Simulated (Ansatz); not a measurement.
A made-up structure of CHAlN, doublet:

```
4
angstrom
C 0.2235 -0.1842 0.2262
N 0.4156 0.6043 -0.6892
Al -1.4093 0.2197 -0.3222
H 0.7703 -0.6398 0.7852
```

It is relaxed with PBE-D4/def2-SVP and then PBE0-D4/def2-TZVP (Ansatz 0.2.0). Atoms count as bonded within 1.22 times the sum of their covalent radii (H–H: 0.88 Å). The end point is not checked to be a true minimum.

(1) Does its bonding change? (A judgement: the text doesn't fix the answer.)

Answers

(1) The calculation gives: No: no bond forms or breaks.

Where it ends: The first stage lowers the energy by 1.89 eV in 8 steps. It ends as CHAlN ([CH]1[N][Al]1):
```xyz
4
angstrom
C 0.2959 -0.2090 0.2585
N 0.3343 0.5812 -0.6657
Al -1.6518 0.3527 -0.4891
H 1.0216 -0.7249 0.8963
```

Labels in which every atom is bracketed show which atoms are joined, not bond orders.

For scale, one of the runs: PBE0-D4/def2-TZVP relaxation, 105 basis functions, launched by `ansatz run in.yaml --threads 2 --pin off --events-out ev --progress --plain --max-ram 4352MiB`. Hardware: 2 CPU threads of an Arm Neoverse V1, shared host. Wall time about 18 s.
